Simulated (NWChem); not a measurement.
**One shape, several levels: SCl2O2 (sulfuryl chloride)**

Wanted: a comparison of 6 runs (B3LYP/cc-pVDZ, BHLYP/cc-pVDZ, M06-2X/cc-pVDZ, M06-L/cc-pVDZ, PBE0/cc-pVDZ, TPSS/cc-pVDZ) of SCl2O2 (sulfuryl chloride). 

The results are computed with NWChem 7.3.0.

### Step 1. The molecule

The species is SCl2O2 (5 atoms), meant as a singlet with charge 0. As SMILES, `O=S(=O)(Cl)Cl`. The shape is that of a PBE0-D4/def2-TZVP optimisation.

Bond lengths: O1–S2 1.415 Å, S2–O3 1.416 Å, S2–Cl4 2.013 Å, S2–Cl5 2.013 Å. Angles: O1–S2–O3 123.0°, O1–S2–Cl4 107.8°, O1–S2–Cl5 107.8°, O3–S2–Cl4 107.8°, O3–S2–Cl5 107.8°, Cl4–S2–Cl5 100.5°.

### Step 2. Energy and gradient at B3LYP/cc-pVDZ (run 1)

Input file mymol.nw:

```
START mymol
memory total 2200 mb
charge 0
GEOMETRY units angstroms noautosym nocenter noautoz
  O      0.866100     0.300300    -1.246600
  S     -0.068500     0.126800    -0.197800
  O     -1.381700     0.653700    -0.241000
  Cl    -0.209600    -1.845200     0.179900
  Cl     0.793700     0.764400     1.505600
END
BASIS "ao basis" spherical bse
  * library cc-pVDZ
END
DFT
  xc b3lyp
  grid xfine
  convergence energy 1e-08
  iterations 100
  mulliken
END
TASK dft gradient
```

Command:

```console
$ nwchem mymol.nw > mymol.out
```

Standard output:

```text
[...]
          Wavefunction type:  closed shell.
          No. of atoms     :     5
          No. of electrons :    66
[...]
          Charge           :     0
          Spin multiplicity:     1
[...]
          AO basis - number of functions:    82
[...]
              XC Information
              --------------
                         B3LYP Method XC Potential
                     Hartree-Fock (Exact) Exchange  0.200
                        Slater Exchange Functional  0.800 local
                    Becke 1988 Exchange Functional  0.720 non-local
              Lee-Yang-Parr Correlation Functional  0.810
                  VWN I RPA Correlation Functional  0.190 local
[...]
 d= 0,ls=0.0,diis     1  -1468.7232446673 -1.87D+03  2.70D-02  2.43D+00    13.6
[...]
 d= 0,ls=0.0,diis    11  -1468.9963226892 -4.66D-11  1.63D-07  5.12D-10   107.0
         Total DFT energy =    -1468.996322689196
      One electron energy =    -2831.481272058678
           Coulomb energy =     1057.201751599625
    Exchange-Corr. energy =      -99.582973712812
 Nuclear repulsion energy =      404.866171482669
[...]
      Total Density - Mulliken Population Analysis
     ---------------------------------------------
    Atom       Charge   Shell Charges
 -----------   ------   -------------------------------------------------------
    1 O    8     8.32   2.01  0.87  0.95  2.81  1.66  0.02
    2 S   16    15.23   2.00  2.03  0.98  0.34  6.01  2.17  0.82  0.89
    3 O    8     8.32   2.01  0.87  0.95  2.81  1.66  0.02
    4 Cl  17    17.07   2.00  2.03  0.99  0.94  6.00  3.08  2.00  0.03
    5 Cl  17    17.07   2.00  2.03  0.99  0.94  6.00  3.08  2.00  0.03
[...]
  wavefunction    = closed shell
                         DFT ENERGY GRADIENTS
    atom               coordinates                        gradient
                 x          y          z           x          y          z
   1 O       1.636692   0.567485  -2.355732   -0.043363  -0.007418   0.047426
   2 S      -0.129446   0.239617  -0.373788   -0.005830   0.011092  -0.017459
   3 O      -2.611034   1.235314  -0.455424    0.059966  -0.023610   0.001102
   4 Cl     -0.396087  -3.486922   0.339962    0.002180   0.029649  -0.005539
   5 Cl      1.499876   1.444507   2.845171   -0.012954  -0.009712  -0.025531
[...]
```

Run time: 2.3 min. Hardware: 1 thread of Intel Xeon Platinum 8259CL at 2.50GHz (Skylake/Cascade Lake), shared host; peak memory 0.13 GiB.

### Step 3. Energy and gradient at BHLYP/cc-pVDZ (run 2)

Input file test.nw:

```
START test
TITLE "Cl2O2S BHLYP"
memory total 2200 mb
charge 0

GEOMETRY units angstrom noautosym nocenter noautoz
  O     0.866100    0.300300   -1.246600
  S    -0.068500    0.126800   -0.197800
  O    -1.381700    0.653700   -0.241000
  Cl   -0.209600   -1.845200    0.179900
  Cl    0.793700    0.764400    1.505600
END

BASIS spherical bse
  * library cc-pVDZ
END

DFT
  xc bhlyp
  grid xfine
  convergence energy 1e-08
  maxiter 100
  mulliken
END

TASK dft gradient
```

Command:

```console
$ nwchem test.nw > test.out
```

Standard output:

```text
[...]
          Wavefunction type:  closed shell.
          No. of atoms     :     5
          No. of electrons :    66
[...]
          Charge           :     0
          Spin multiplicity:     1
[...]
          AO basis - number of functions:    82
[...]
              XC Information
              --------------
                        BHLYP Method XC Functional
                     Hartree-Fock (Exact) Exchange  0.500
                        Slater Exchange Functional  0.500 local
                    Becke 1988 Exchange Functional  0.500 non-local
              Lee-Yang-Parr Correlation Functional  1.000
[...]
 d= 0,ls=0.0,diis     1  -1468.6252011542 -1.87D+03  2.05D-02  2.18D+00    13.5
[...]
 d= 0,ls=0.0,diis     9  -1468.8711545854 -9.23D-09  1.16D-06  1.68D-08    85.7
         Total DFT energy =    -1468.871154585381
      One electron energy =    -2831.067432905941
           Coulomb energy =     1056.811376960544
    Exchange-Corr. energy =      -99.481270122652
 Nuclear repulsion energy =      404.866171482669
[...]
      Total Density - Mulliken Population Analysis
     ---------------------------------------------
    Atom       Charge   Shell Charges
 -----------   ------   -------------------------------------------------------
    1 O    8     8.38   2.01  0.87  0.96  2.80  1.72  0.02
    2 S   16    15.10   2.00  2.02  0.97  0.33  6.00  2.12  0.76  0.90
    3 O    8     8.38   2.01  0.87  0.96  2.80  1.72  0.02
    4 Cl  17    17.07   2.00  2.02  0.98  0.95  6.00  3.07  2.01  0.04
    5 Cl  17    17.07   2.00  2.02  0.98  0.95  6.00  3.07  2.01  0.04
[...]
  wavefunction    = closed shell
                         DFT ENERGY GRADIENTS
    atom               coordinates                        gradient
                 x          y          z           x          y          z
   1 O       1.636692   0.567485  -2.355732   -0.023047  -0.003799   0.024929
   2 S      -0.129446   0.239617  -0.373788   -0.003176   0.006181  -0.009807
   3 O      -2.611034   1.235314  -0.455424    0.031605  -0.012339   0.000384
   4 Cl     -0.396087  -3.486922   0.339962    0.000957   0.014464  -0.002935
   5 Cl      1.499876   1.444507   2.845171   -0.006339  -0.004508  -0.012570
[...]
```

It took 2 min on 1 thread of Intel Xeon Platinum 8259CL at 2.50GHz (Skylake/Cascade Lake), shared host; peak memory 0.13 GiB.

Runs 3 to 4 aren't shown in full; the table further down has their settings and results.

### Step 4. Energy and gradient at PBE0/cc-pVDZ (run 5)

Input file cl2o2s.xyz:

```xyz
5
Cl2O2S PBE0
O      0.866100     0.300300    -1.246600
S     -0.068500     0.126800    -0.197800
O     -1.381700     0.653700    -0.241000
Cl    -0.209600    -1.845200     0.179900
Cl     0.793700     0.764400     1.505600
```

Input file run.py:

```python
from ase.io import read
from ase.calculators.nwchem import NWChem

molecule = read('cl2o2s.xyz')

calc = NWChem(
    label='cl2o2s',
    theory='dft',
    memory='2200 mb',
    basis='cc-pVDZ',
    basispar='spherical bse',
    dft={'xc': 'pbe0', 'mult': '1', 'grid': 'xfine', 'convergence': 'energy 1e-08', 'iterations': '100', 'mulliken': None},
)
molecule.calc = calc

forces = molecule.get_forces()
e = molecule.get_potential_energy()
print(f"E = {e:.6f} eV")
print("forces (eV/A):")
for s, f in zip(molecule.symbols, forces):
    print(f"{s:2s} {f[0]:10.5f} {f[1]:10.5f} {f[2]:10.5f}")
print("dipole (e A):", molecule.get_dipole_moment().round(4))
```

Command:

```console
$ export ASE_NWCHEM_COMMAND="nwchem PREFIX.nwi > PREFIX.nwo"
$ python run.py
```

Standard output:

```text
E = -39956.503752 eV
forces (eV/A):
O     1.86863    0.28940   -1.98427
S     0.33573   -0.63702    1.00180
O    -2.54652    0.98077   -0.00401
Cl   -0.05764   -0.91156    0.19108
Cl    0.39986    0.27835    0.79535
dipole (e A): [ 0.0841 -0.1556  0.2423]
```

The calculator wrote cl2o2s.nwi:

```
title "cl2o2s"

permanent_dir cl2o2s

scratch_dir cl2o2s

start cl2o2s

geometry units angstrom nocenter noautosym noautoz
  O  8.6609999999999998e-01 3.0030000000000001e-01 -1.2465999999999999e+00
  S  -6.8500000000000005e-02 1.2680000000000000e-01 -1.9780000000000000e-01
  O  -1.3816999999999999e+00 6.5369999999999995e-01 -2.4099999999999999e-01
  Cl -2.0960000000000001e-01 -1.8452000000000000e+00 1.7990000000000000e-01
  Cl 7.9369999999999996e-01 7.6439999999999997e-01 1.5056000000000000e+00
end

memory 2200 mb

basis spherical bse noprint
   * library cc-pVDZ
end

dft
  xc pbe0
  mult 1
  grid xfine
  convergence energy 1e-08
  iterations 100
  mulliken
end

task dft gradient
```

cl2o2s.nwo:

```text
Northwest Computational Chemistry Package (NWChem) 7.3.0
             --------------------------------------------------------

           Job information
           ---------------

    nwchem branch   = 7.3.0
    use scalapack   = T
    input           = cl2o2s.nwi
    prefix          = cl2o2s.
    data base       = cl2o2s/cl2o2s.db
    status          = startup
    nproc           =        1

           Memory information
           ------------------

    heap     =     72089598 doubles =      550.0 Mbytes
    stack    =     72089595 doubles =      550.0 Mbytes
    global   =    144179200 doubles =     1100.0 Mbytes (distinct from heap & stack)
    total    =    288358393 doubles =     2200.0 Mbytes
    verify   = yes
    hardfail = no

[... 98 lines left out ...]
  convergence criterion.
[... 39 lines left out ...]
          Spatial weights used:  Erf1
[... 74 lines left out ...]
         Total DFT energy =    -1468.374441364153
[... 3 lines left out ...]
 Nuclear repulsion energy =      404.866171482668
[... 637 lines left out ...]
          Convergence on gradient requested:  5.00D-04
[... 26 lines left out ...]
          total energy or number of iterations.
[... 28 lines left out ...]
    atom               coordinates                        gradient
                 x          y          z           x          y          z
   1 O       1.636692   0.567485  -2.355732   -0.036339  -0.005628   0.038588
   2 S      -0.129446   0.239617  -0.373788   -0.006529   0.012388  -0.019482
   3 O      -2.611034   1.235314  -0.455424    0.049522  -0.019073   0.000078
   4 Cl     -0.396087  -3.486922   0.339962    0.001121   0.017727  -0.003716
   5 Cl      1.499876   1.444507   2.845171   -0.007776  -0.005413  -0.015467

                 ----------------------------------------
                 |  Time  |  1-e(secs)   |  2-e(secs)   |
                 ----------------------------------------
                 |  CPU   |       0.01   |      26.34   |
                 ----------------------------------------
                 |  WALL  |       0.01   |      26.34   |
                 ----------------------------------------

 Task  times  cpu:      128.5s     wall:      128.5s
 Total times  cpu:      128.6s     wall:      128.6s
```

It took 2.2 min on 1 thread of Intel Xeon Platinum 8259CL at 2.50GHz (Skylake/Cascade Lake), shared host; peak memory 0.13 GiB.

### Step 5. Energy and gradient at TPSS/cc-pVDZ (run 6)

Input file run.py:

```python
from ase import Atoms
from ase.calculators.nwchem import NWChem

mol = Atoms(['O', 'S', 'O', 'Cl', 'Cl'], positions=[
    [0.866100, 0.300300, -1.246600],
    [-0.068500, 0.126800, -0.197800],
    [-1.381700, 0.653700, -0.241000],
    [-0.209600, -1.845200, 0.179900],
    [0.793700, 0.764400, 1.505600],
])

calc = NWChem(
    label='m1',
    theory='dft',
    memory='2200 mb',
    basis='cc-pVDZ',
    basispar='spherical bse',
    dft={'xc': 'xtpss03 ctpss03', 'mult': '1', 'grid': 'xfine', 'convergence': 'energy 1e-08', 'iterations': '100', 'mulliken': None},
)
mol.calc = calc

forces = mol.get_forces()
print("Total energy (eV):", round(mol.get_potential_energy(), 6))
print("forces (eV/A):")
for s, f in zip(mol.symbols, forces):
    print(f"{s:2s} {f[0]:10.5f} {f[1]:10.5f} {f[2]:10.5f}")
print("dipole (e A):", mol.get_dipole_moment().round(4))
```

Command:

```console
$ export ASE_NWCHEM_COMMAND="nwchem PREFIX.nwi > PREFIX.nwo"
$ python run.py
```

Standard output:

```text
Total energy (eV): -39974.883178
forces (eV/A):
O     2.75720    0.44547   -2.96392
S     0.42979   -0.81129    1.27347
O    -3.78436    1.47113   -0.03229
Cl   -0.11395   -1.62591    0.31630
Cl    0.71132    0.52055    1.40650
dipole (e A): [ 0.07   -0.1295  0.2017]
```

The calculator wrote m1.nwi:

```
title "m1"

permanent_dir m1

scratch_dir m1

start m1

geometry units angstrom nocenter noautosym noautoz
  O  8.6609999999999998e-01 3.0030000000000001e-01 -1.2465999999999999e+00
  S  -6.8500000000000005e-02 1.2680000000000000e-01 -1.9780000000000000e-01
  O  -1.3816999999999999e+00 6.5369999999999995e-01 -2.4099999999999999e-01
  Cl -2.0960000000000001e-01 -1.8452000000000000e+00 1.7990000000000000e-01
  Cl 7.9369999999999996e-01 7.6439999999999997e-01 1.5056000000000000e+00
end

memory 2200 mb

basis spherical bse noprint
   * library cc-pVDZ
end

dft
  xc xtpss03 ctpss03
  mult 1
  grid xfine
  convergence energy 1e-08
  iterations 100
  mulliken
end

task dft gradient
```

m1.nwo:

```text
Northwest Computational Chemistry Package (NWChem) 7.3.0
             --------------------------------------------------------

           Job information
           ---------------

    nwchem branch   = 7.3.0
    use scalapack   = T
    input           = m1.nwi
    prefix          = m1.
    data base       = m1/m1.db
    status          = startup
    nproc           =        1

           Memory information
           ------------------

    heap     =     72089594 doubles =      550.0 Mbytes
    stack    =     72089599 doubles =      550.0 Mbytes
    global   =    144179200 doubles =     1100.0 Mbytes (distinct from heap & stack)
    total    =    288358393 doubles =     2200.0 Mbytes
    verify   = yes
    hardfail = no

[... 98 lines left out ...]
  convergence criterion.
[... 36 lines left out ...]
          Spatial weights used:  Erf1
[... 75 lines left out ...]
         Total DFT energy =    -1469.049872825363
[... 3 lines left out ...]
 Nuclear repulsion energy =      404.866171482668
[... 638 lines left out ...]
          Convergence on gradient requested:  5.00D-04
[... 23 lines left out ...]
          total energy or number of iterations.
[... 28 lines left out ...]
    atom               coordinates                        gradient
                 x          y          z           x          y          z
   1 O       1.636692   0.567485  -2.355732   -0.053619  -0.008663   0.057639
   2 S      -0.129446   0.239617  -0.373788   -0.008358   0.015777  -0.024765
   3 O      -2.611034   1.235314  -0.455424    0.073594  -0.028609   0.000628
   4 Cl     -0.396087  -3.486922   0.339962    0.002216   0.031619  -0.006151
   5 Cl      1.499876   1.444507   2.845171   -0.013833  -0.010123  -0.027352

                 ----------------------------------------
                 |  Time  |  1-e(secs)   |  2-e(secs)   |
                 ----------------------------------------
                 |  CPU   |       0.01   |      25.46   |
                 ----------------------------------------
                 |  WALL  |       0.01   |      25.46   |
                 ----------------------------------------

 Task  times  cpu:      160.8s     wall:      160.8s
 Total times  cpu:      160.8s     wall:      160.8s
```

Run time: 2.7 min. Hardware: 1 thread of Intel Xeon Platinum 8259CL at 2.50GHz (Skylake/Cascade Lake), shared host; peak memory 0.13 GiB.

### Step 6. Overview of the runs

```tsv
run	level	energy (Eh)	dipole moment (D)	HOMO energy (eV)	LUMO energy (eV)	wall time
1	B3LYP/cc-pVDZ	-1468.996323	1.45	-9.33	-3.09	2.3 min
2	BHLYP/cc-pVDZ	-1468.871155	1.73	-11.19	-1.87	2 min
3	M06-2X/cc-pVDZ	-1468.847278	1.59	-11.20	-1.90	2.3 min
4	M06-L/cc-pVDZ	-1468.954628	1.18	-8.60	-3.74	2.6 min
5	PBE0/cc-pVDZ	-1468.374441	1.44	-9.71	-2.89	2.2 min
6	TPSS/cc-pVDZ	-1469.049873	1.20	-8.17	-3.65	2.7 min
```

### Step 7. Outcome

| quantity | value |
| --- | --- |
| run 6: total energy | -1469.04987 Eh |
| run 6: dipole moment | 1.20 D |
| run 6: HOMO energy | -8.17 eV |
| run 6: LUMO energy | -3.65 eV |
| run 6: HOMO–LUMO gap | 4.52 eV |
| run 6: largest force on an atom | 4.073 eV/Å |

**Reading.** The dipole moment (its size) runs from 1.18 D (M06-L/cc-pVDZ) to 1.73 D (BHLYP/cc-pVDZ). The HOMO–LUMO gap runs from 4.52 eV (TPSS/cc-pVDZ) to 9.32 eV (BHLYP/cc-pVDZ). Totals of different functionals can't be ranked against each other. All runs together took 14 min, the longest 2.7 min.
